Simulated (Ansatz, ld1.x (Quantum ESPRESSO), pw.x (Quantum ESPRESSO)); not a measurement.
What a changed setting does to a pw.x run (bcc Mo)

Potential: norm-conserving RRKJ (Kleinman–Bylander form), ld1.x (Quantum ESPRESSO) 7.5, LDA (PW92); core [Kr], reference 4d5 5s1 5p0; waves: 5p (bound, empty): rc 3.52 bohr; 4d (bound): rc 2.94 bohr; 5s (bound): rc 3.46 bohr; local part: the s channel; core correction: none; rho0 0.01.

The reference run (k-mesh 15³, cutoffs 35/140 Ry, Fermi–Dirac 0.01 Ry, mixing_beta 0.4, conv_thr 1e-9, no spin) gives -2.26 GPa at 15.067 Å³/atom, where all-electron LAPW gives 0.24 GPa. This run, with its own iteration cap, changes degauss to 0.02.

```
&control
  calculation='scf', prefix='x', pseudo_dir='./', outdir='./tmp', tstress=.true., disk_io='none'
/
&system
  ibrav=0, nat=1, ntyp=1, ecutwfc=35, ecutrho=140, nbnd=10,
  occupations='smearing', smearing='fd', degauss=0.02
/
&electrons
  conv_thr=1e-09, mixing_beta=0.4, electron_maxstep=50
/
ATOMIC_SPECIES
Mo 1.0 Mo.UPF
CELL_PARAMETERS angstrom
  -1.55592598 1.55592598 1.55592598
  1.55592598 -1.55592598 1.55592598
  1.55592598 1.55592598 -1.55592598
ATOMIC_POSITIONS crystal
Mo 0.0000 0.0000 0.0000
K_POINTS automatic
15 15 15 0 0 0
```

```bash
pw.x < Mo.scf.in > Mo.scf.out
```

Problem. How does the run end?

Solution. It converges in 8 iterations; the free energy moves by -57.1 meV/atom and the pressure by +0.44 GPa. In a metal, with Fermi–Dirac smearing, F lies below its zero-width value by a term in the square of the width.

```
Message from routine setup:
     using ibrav=0 with symmetry is DISCOURAGED, use correct ibrav instead
     lattice parameter (alat)  =       5.0927  a.u.
     unit-cell volume          =     101.6772 (a.u.)^3
     number of electrons       =         6.00
     number of Kohn-Sham states=           10
     kinetic-energy cutoff     =      35.0000  Ry
     charge density cutoff     =     140.0000  Ry
     scf convergence threshold =      1.0E-09
     Exchange-correlation= PW
     number of k points=   120  Fermi-Dirac smearing, width (Ry)=  0.0200
     iteration #  1     ecut=    35.00 Ry     beta= 0.40
     total energy              =     -15.86338787 Ry
     estimated scf accuracy    <       0.08090747 Ry
     iteration #  2     ecut=    35.00 Ry     beta= 0.40
     total energy              =     -15.85828919 Ry
     estimated scf accuracy    <       0.01740448 Ry
     iteration #  3     ecut=    35.00 Ry     beta= 0.40
     total energy              =     -15.86029370 Ry
     estimated scf accuracy    <       0.00019463 Ry
     iteration #  4     ecut=    35.00 Ry     beta= 0.40
     total energy              =     -15.86030209 Ry
     estimated scf accuracy    <       0.00001648 Ry
     iteration #  5     ecut=    35.00 Ry     beta= 0.40
     total energy              =     -15.86030455 Ry
     estimated scf accuracy    <       0.00000042 Ry
     iteration #  6     ecut=    35.00 Ry     beta= 0.40
     total energy              =     -15.86030458 Ry
     estimated scf accuracy    <       0.00000002 Ry
     iteration #  7     ecut=    35.00 Ry     beta= 0.40
     total energy              =     -15.86030458 Ry
     estimated scf accuracy    <          1.7E-09 Ry
     iteration #  8     ecut=    35.00 Ry     beta= 0.40
     the Fermi energy is    15.1727 ev
!    total energy              =     -15.86030458 Ry
     estimated scf accuracy    <          5.8E-11 Ry
     smearing contrib. (-TS)   =      -0.01163512 Ry
     The total energy is F=E-TS. E is the sum of the following terms:
     one-electron contribution =      10.39963586 Ry
     hartree contribution      =       0.19926314 Ry
     xc contribution           =      -4.16862342 Ry
     ewald contribution        =     -22.27894505 Ry
     convergence has been achieved in   8 iterations
          total   stress  (Ry/bohr**3)                   (kbar)     P=      -18.22
     Message from routine punch:
     Nothing written, as per user request (disk_io='none')
```

The run took about 2.5 s on one core of a shared host (Intel(R) Xeon(R) 6975P-C, 96 threads, 186 GiB, load 16).
